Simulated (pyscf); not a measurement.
PySCF, gas phase, ωB97X-D3(BJ)/def2-SVP geometries.

Estimate by transition-state theory (the high-pressure limit) the rate constant of HO–Ti(OH)(OH)–OH + propene (H₂C=CH–CH₃) → H₃C–CH(CH₃)–O–Ti(OH)(OH)–OH (singlet surface; H–O broken, C–O, C–H formed) at 900 K, with ωB97M-D3(BJ)/def2-TZVP energies (ideal gas, 1 atm, RRHO with modes under 100 cm⁻¹ raised to 100, one conformer, R ln 2 for chiral ones without a mode under 150 cm⁻¹; no tunnelling).

The electronic barrier is 41.4 kcal/mol and the thermal terms add +36.8, so ΔG‡ = 78.2 kcal/mol. With k_BT/h = 1.88e+13 s⁻¹ and RT = 1.788 kcal/mol, and a volume of 1.23e-19 cm³ per molecule at 1 atm, k = 2.4e-25 cm³ molecule⁻¹ s⁻¹. The product is born with the 61 kcal/mol of the reverse barrier and needs collisions to keep. Wigner's tunnelling factor for 1252i cm⁻¹ would be 1.17. A shift of 1 kcal/mol in the barrier changes k by a factor 1.7. On the reactant side the descent ends in a complex (not fully relaxed), 6.3 kcal/mol under the separated species and 46.3 kcal/mol under the saddle at ωB97X-D3(BJ)/def2-TZVP. One saddle was located; it need not be the lowest between these sides.
